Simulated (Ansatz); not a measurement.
## Other spins and charges of HAlB, doublet at one geometry

Geometry (PBE0/def2-TZVP stationary point for this spin, not checked as a minimum):

```yaml
atoms:
  - { symbol: B, position_ang: [0.0000, -0.1388, 1.5159] }
  - { symbol: Al, position_ang: [0.0000, 0.0968, -0.5473] }
  - { symbol: H, position_ang: [0.0000, -1.1027, -1.6081] }
```

Basis 6-31G; Ansatz 0.2.0. Only valence electrons are correlated (noble-gas cores frozen). R marks a restricted (for open shells ROHF) determinant, U an unrestricted one. Active spaces: valence = (7e, 9o) chosen from the atoms' valence shells.

Gaps are energies of the second state less the first, at fixed atoms, for a selection of the levels run; each method lands on the state that its own search finds for that charge and spin.

Unrestricted rows (U, and Kohn–Sham where it breaks symmetry) aren't spin-pure: their determinants' ⟨S²⟩ exceeds S(S+1) by up to 0.91, so they mix in states of higher spin, at the starting point too. HF rows are the lowest solutions found. Coupled cluster chose its determinant by trial CCSD, here up to 0.29 eV above the lowest Hartree–Fock solution of its kind, and MP2 stands on that determinant too. For open shells CISD and CISDTQ are restricted-active-space CI with the open shells as a complete middle space. A value is left out where its run failed or describes another state than the reference as far as symmetry and spin tell, or, spin-broken singlets apart, can't be checked.

Q: PBE gives 7.764 eV for removing an electron, to the singlet. Estimate what full CI gives in 6-31G.

A: Full CI in 6-31G gives 7.109 eV, so against it PBE is off by 0.655 eV, of which a good part can be the reference's own basis and frozen-core error.

Large singles or doubles amplitudes warn of static correlation in the HAlB doublet and the HAlB⁺ singlet.

| level | gap (eV) | error (meV) | ⟨S²⟩ where 0.1 over S(S+1) (first / second) |
| --- | --- | --- | --- |
| UHF | 7.150 | 41 | 1.66 / 0.89 |
| RMP2 | 7.080 | -29 | – / – |
| UMP2 | 7.195 | 86 | 1.66 / 0.89 |
| RCCSD | 7.012 | -97 | – / – |
| UCCSD | 7.069 | -40 | 1.66 / 0.89 |
| RCCSD(T) | 7.085 | -24 | – / – |
| UCCSD(T) | 7.085 | -24 | 1.66 / 0.89 |
| BCCD(T) | 7.067 | -42 | – / – |
| RCCSDT | 7.105 | -4 | – / – |
| UCCSDT | 7.105 | -4 | 1.66 / 0.89 |
| CISDTQ | 7.058 | -51 | – / – |
| RCCSDT(Q) | 7.109 | 0 | – / – |
| UCCSDT(Q) | 7.106 | -3 | 1.66 / 0.89 |
| RCCSDTQ | 7.109 | 0 | – / – |
| UCCSDTQ | 7.108 | -1 | 1.66 / 0.89 |
| CASSCF (valence space) | 6.855 | -254 | – / – |
| NEVPT2 (valence space) | 7.027 | -82 | – / – |
| MRCISD (valence space) | 7.099 | -10 | – / – |
| MRCISD+Q (valence space) | 7.107 | -2 | – / – |
| r2SCAN | 7.869 | 760 | 1.50 / 0.77 |
| PBE0 | 7.722 | 613 | 1.45 / 0.69 |
| B3LYP | 7.655 | 546 | 1.33 / 0.60 |
| wB97M-V | 7.418 | 309 | 1.29 / 0.32 |
| B2PLYP | 7.407 | 298 | 1.52 / 0.74 |
| RPA-PBE | 7.168 | 59 | 1.31 / 0.61 |

Removing an electron, to the triplet: 7.430 eV at full CI (doublet A'', triplet ion A', in Cs).

Large singles or doubles amplitudes warn of static correlation in the HAlB doublet.

```json
{"level": "UHF", "gap (eV)": "7.173", "error (meV)": "-257", "⟨S²⟩ where 0.1 over S(S+1) (first / second)": "1.66 / –"}
{"level": "RMP2", "gap (eV)": "6.914", "error (meV)": "-516", "⟨S²⟩ where 0.1 over S(S+1) (first / second)": "– / –"}
{"level": "RCCSD", "gap (eV)": "7.301", "error (meV)": "-129", "⟨S²⟩ where 0.1 over S(S+1) (first / second)": "– / –"}
{"level": "UCCSD", "gap (eV)": "7.321", "error (meV)": "-109", "⟨S²⟩ where 0.1 over S(S+1) (first / second)": "1.66 / –"}
{"level": "UCCSD(T)", "gap (eV)": "7.360", "error (meV)": "-70", "⟨S²⟩ where 0.1 over S(S+1) (first / second)": "1.66 / –"}
{"level": "UCCSDT(Q)", "gap (eV)": "7.424", "error (meV)": "-6", "⟨S²⟩ where 0.1 over S(S+1) (first / second)": "1.66 / –"}
{"level": "UCCSDTQ", "gap (eV)": "7.428", "error (meV)": "-2", "⟨S²⟩ where 0.1 over S(S+1) (first / second)": "1.66 / –"}
{"level": "MRCISD (valence space)", "gap (eV)": "7.418", "error (meV)": "-12", "⟨S²⟩ where 0.1 over S(S+1) (first / second)": "– / –"}
{"level": "MRCISD+Q (valence space)", "gap (eV)": "7.426", "error (meV)": "-4", "⟨S²⟩ where 0.1 over S(S+1) (first / second)": "– / –"}
{"level": "wB97M-V", "gap (eV)": "7.700", "error (meV)": "270", "⟨S²⟩ where 0.1 over S(S+1) (first / second)": "1.29 / –"}
```

Quartet less doublet: 0.048 eV at full CI (doublet A'', quartet A'', in Cs).

Large singles or doubles amplitudes warn of static correlation in the HAlB doublet and the HAlB quartet.

| level | gap (eV) | error (meV) | ⟨S²⟩ where 0.1 over S(S+1) (first / second) |
| --- | --- | --- | --- |
| UHF | -0.049 | -97 | 1.66 / – |
| RMP2 | -0.364 | -412 | – / – |
| UMP2 | -0.095 | -143 | 1.66 / – |
| RCCSD | -0.055 | -103 | – / – |
| UCCSD | -0.031 | -79 | 1.66 / – |
| RCCSD(T) | 0.030 | -18 | – / – |
| UCCSD(T) | -0.011 | -59 | 1.66 / – |
| BCCD(T) | 0.006 | -42 | – / – |
| RCCSDT | 0.037 | -11 | – / – |
| UCCSDT | 0.036 | -12 | 1.66 / – |
| CISDTQ | -0.008 | -56 | – / – |
| RCCSDT(Q) | 0.046 | -2 | – / – |
| UCCSDT(Q) | 0.043 | -5 | 1.66 / – |
| RCCSDTQ | 0.047 | -1 | – / – |
| UCCSDTQ | 0.046 | -2 | 1.66 / – |
| CASSCF (valence space) | 0.015 | -33 | – / – |
| NEVPT2 (valence space) | 0.039 | -9 | – / – |
| MRCISD (valence space) | 0.046 | -2 | – / – |
| MRCISD+Q (valence space) | 0.047 | -1 | – / – |
| PBE | 0.040 | -8 | 1.31 / – |
| r2SCAN | -0.053 | -101 | 1.50 / – |
| B97M-V | 0.074 | 26 | 1.22 / – |
| PBE0 | 0.016 | -32 | 1.45 / – |
| B3LYP | 0.168 | 120 | 1.33 / – |
| wB97M-V | 0.127 | 79 | 1.29 / – |
| B2PLYP | 0.084 | 36 | 1.52 / – |
| RPA-PBE | 0.085 | 37 | 1.31 / – |

Wrong sign: UHF, RMP2, UMP2, RCCSD, UCCSD, UCCSD(T), CISDTQ, r2SCAN.

In so small a basis the reference is far from its limit while semilocal and hybrid functionals are nearer theirs (RPA and double hybrids share much of the reference's basis error), so the functionals' errors here hold much of the reference's basis and frozen-core error, which can add to them or hide them.

Full CI is exact within this basis and frozen core; it isn't the basis-set limit. The frozen core follows each run's orbitals, which can shift R against U totals by a few meV.
